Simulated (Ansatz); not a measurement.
# BHO (triplet): the correlation ladder, def2-QZVPP

The task here is to estimate one member of a computed series from the others.

Computed with Ansatz 0.2.0, Gaussian basis. Level: def2-QZVPP, core rule «outside noble gas», up to 2 orbitals frozen.

Plan: UHF; ROHF; CCSD(T) on UHF.

2 further runs of the same task are left out: 2 set aside as unsound or not needed.

## The system

The geometry is a PBE0/def2-TZVP stationary point (not a proven minimum) of the parent state, kept for this charge and spin.

3 atoms, charge 0, spin multiplicity 3.

Atoms are counted from 1 here; the program's logs count them from 0.

Bond lengths: B1–O2 1.272 Å, O2–H3 0.952 Å. Angles: B1–O2–H3 180.0°.

Set-up of the first run:

in.yaml reads:

```yaml
crystal:
  periodic: [false, false, false]
  atoms:
    - {symbol: B, position_ang: [0.000000, 0.000000, 1.165459]}
    - {symbol: O, position_ang: [0.000000, 0.000000, -0.106612]}
    - {symbol: H, position_ang: [0.000000, 0.000000, -1.058847]}
basis:
  gaussian: {orbitals: "def2-QZVPP.json"}
magnetization: {spin_polarized: true, initial_magnetization: 2}
hamiltonian: {xc: hf}
output: {orbitals: {seedname: orbitals}}
```

Command:

```sh
> ansatz run in.yaml --threads 1 --pin off --events-out ev --progress --plain --max-ram 2393MiB
```

Among the steps run: UHF; ROHF; CCSD(T) on UHF.

One of the session's tables, all rows but one given; the rest of the session is left out.

| method | from UCCSD(T) (kcal/mol) |
| --- | --- |
| ROHF | +204.60 |
| UHF | ? |
| UMP2 | +10.56 |
| UCCSD | +7.41 |
| UCCSD(T) | 0 |

Q: Estimate the row for UHF from the others.

**Answer.** from UCCSD(T) (kcal/mol): +203.49. In the column «from UCCSD(T) (kcal/mol)» it lies between UMP2 (+10.56) and ROHF (+204.60).
